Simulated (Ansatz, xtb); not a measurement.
HNOP+: which of two structures lies lower

Structure I is a singlet given by its coordinates and structure II is `O=[N+]=P`, a singlet. Both are isolated ions in the gas phase, relaxed with PBE0-D4/def2-TZVP.

I (Å):

```xyz
4

N    -0.2358    0.5583   -0.0235
O     0.5156   -0.8219   -0.1910
P     1.3138    0.3443    0.4611
H    -0.4358    0.9131   -0.9682
```

Close contacts (Å): N1–O2 1.58, N1–P3 1.64, O2–P3 1.56, N1–H4 1.03.

II (Å):

```xyz
4

N    -2.1395   -0.1898   -2.3258
O    -2.2310    0.4197   -3.2704
P    -2.1971   -1.0815   -1.0130
H    -0.7903   -0.8083   -0.9129
```

Task: Estimate which is lower in electronic energy at CCSD(T)/def2-TZVPP, and by roughly how much.

Result: The CCSD(T)/def2-TZVPP calculation puts structure I lower, by 0.053 eV.

The same difference at several levels:

| level | geometry | E(II) − E(I) (eV) | departure from the last row (eV) | job, with rough time for the two |
| --- | --- | --- | --- | --- |
| GFN2-xTB | GFN2-xTB | +0.459 | +0.406 | optimisation, 0.25 s |
| HF/STO-3G | GFN2-xTB | +0.022 | −0.031 | single point, 0.54 s |
| r2SCAN-D4/def2-SVP | GFN2-xTB | −0.790 | −0.843 | single point, 3.2 s |
| PBE0-D4/def2-TZVP | PBE0-D4/def2-TZVP | −0.107 | −0.160 | optimisation, 57 s |
| HF/def2-TZVPP | PBE0-D4/def2-TZVP | +0.469 | +0.416 | part of the CCSD(T) run |
| MP2/def2-TZVPP | PBE0-D4/def2-TZVP | +0.169 | +0.116 | part of the CCSD(T) run |
| CCSD(T)/def2-TZVPP | PBE0-D4/def2-TZVP | +0.053 |  | single point, 31 s |

r2SCAN-D4/def2-SVP, PBE0-D4/def2-TZVP put the two in the other order. HF/STO-3G finds them nearly level. The largest departure from CCSD(T)/def2-TZVPP is that of r2SCAN-D4/def2-SVP, 0.843 eV.

With harmonic frequencies from PBE0-D4/def2-TZVP (ideal gas, rigid rotor, one conformer each, 600 K, 1 atm): on the last row, ΔE + ΔZPE = −0.006, ΔH = +0.009, ΔG = −0.006 eV. In free energy the two are nearly level.

The T1 diagnostic of structures I and II is large, so the coupled-cluster value is less sure. The correlated steps freeze 7 core orbitals. Mirror images aren't counted in ΔG. Codes used: Ansatz 0.2.0, xtb 6.7.1; the last row on 1 thread of Intel(R) Xeon(R) Processor @ 2.50GHz (Skylake/Cascade Lake) on a shared host.
